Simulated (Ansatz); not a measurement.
We consider α-phase Ga, described by PBE (Ansatz, an electronic-structure program, plane waves, PAW).

Settings: plane-wave cutoff 520 eV, 14×14×12 k mesh (along the axes of the cell as run), Fermi–Dirac smearing 0.05 eV, scalar-relativistic PAW data made under PBE.

Energies at three volumes about the minimum:

```csv
V (Å³/atom),E − E_lowest (meV/atom)
19.887,1.30
20.293,0.00
20.698,1.16
```

Question: Fit a parabola by hand: where is the minimum, and what is the bulk modulus?

Answer: Slopes: (0.00 − 1.30)/(20.293 − 19.887) = -3.202 and (1.16 − 0.00)/(20.698 − 20.293) = 2.864 meV/Å³. Curvature E″ = 2 × (2.864 − (-3.202))/(20.698 − 19.887) = 14.959 meV/Å⁶. From the middle of the first interval, the slope vanishes at V0 = 20.0900 − (-3.202)/14.959 = 20.304 Å³/atom. B = V0 E″ = 20.304 × 14.959 meV/Å³ × 0.1602 GPa per meV/Å³ = 48.7 GPa. The full Birch–Murnaghan fit to all volumes gives V0 = 20.295 Å³/atom and B0 = 48.4 GPa.

Shape and atoms are relaxed at each volume.
